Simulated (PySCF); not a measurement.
# Working out the ionisation energy of Al

Al [Ne] 3s2 3p1 (2P) → Al+ [Ne] 3s2 (1S). Computed with PySCF 2.14 in def2-TZVP (5s5p2d1f, 37 functions), with no relativity, point nucleus. Frozen: [Ne]. Energies in hartree (1 hartree = 27.21139 eV):

```
            part   Al (lower)  Al+ (upper)
             UHF  -241.874349  -241.668735
CCSD correlation    -0.050382    -0.039344
             (T)    -0.001105     0.000000
```

Q: What does Hartree-Fock give?

A: (-241.668735) − (-241.874349) = 0.205614 hartree = 5.595 eV.

Q: What do CCSD and CCSD(T) give?

A: The CCSD correlation energies differ by 0.011038 hartree = 0.300 eV and the triples by 0.001105 hartree = 0.030 eV, so CCSD gives 5.895 eV and CCSD(T) 5.925 eV.

Measured between the centres of the two terms (NIST): 5.977 eV, so CCSD(T) (valence) is off by -0.052 eV.

What remains against the reference includes basis incompleteness, the frozen core and higher excitations.
